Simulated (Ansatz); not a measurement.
# CHO2: the cost of one run

Method: the levels named in each step, in Ansatz 0.2.0.

### Step 1. The starting structure

Bond lengths: O1–C2 1.198 Å, C2–O3 1.198 Å, C2–H4 1.210 Å. Angles: O1–C2–O3 145.7°, O1–C2–H4 107.1°, O3–C2–H4 107.2°.

As a file:

```xyz
4

O     1.1468    0.1138   -0.0116
C    -0.0470    0.2190   -0.0002
O    -1.0925   -0.3666    0.0118
H    -0.2999    1.4027   -0.0014
```

### Step 2. A rough first relaxation, PBE-D4/def2-SVPD

File input.yaml:

```yaml
crystal:
  periodic: [false, false, false]
  atoms:
    - { symbol: O, position_ang: [1.14677, 0.11382, -0.01159] }
    - { symbol: C, position_ang: [-0.04703, 0.219, -0.00019] }
    - { symbol: O, position_ang: [-1.09254, -0.36659, 0.01183] }
    - { symbol: H, position_ang: [-0.29993, 1.40274, -0.0014] }
total_charge: -1
basis:
  gaussian: { orbitals: def2-SVPD }
hamiltonian:
  xc: pbe
  dispersion: d4
relax:
  f_tol: 0.03
  max_steps: 200
```

Command:

```bash
ansatz run input.yaml --threads 4 --pin off --max-ram 10240MiB --backend cpu --events-out ev --progress --plain --runs-dir out
```

Q: Estimate wall time and peak memory on 4 threads of Intel Xeon at 2.50GHz (Skylake/Cascade Lake), shared host.

About 7.2 s, with a peak of 0.12 GiB.
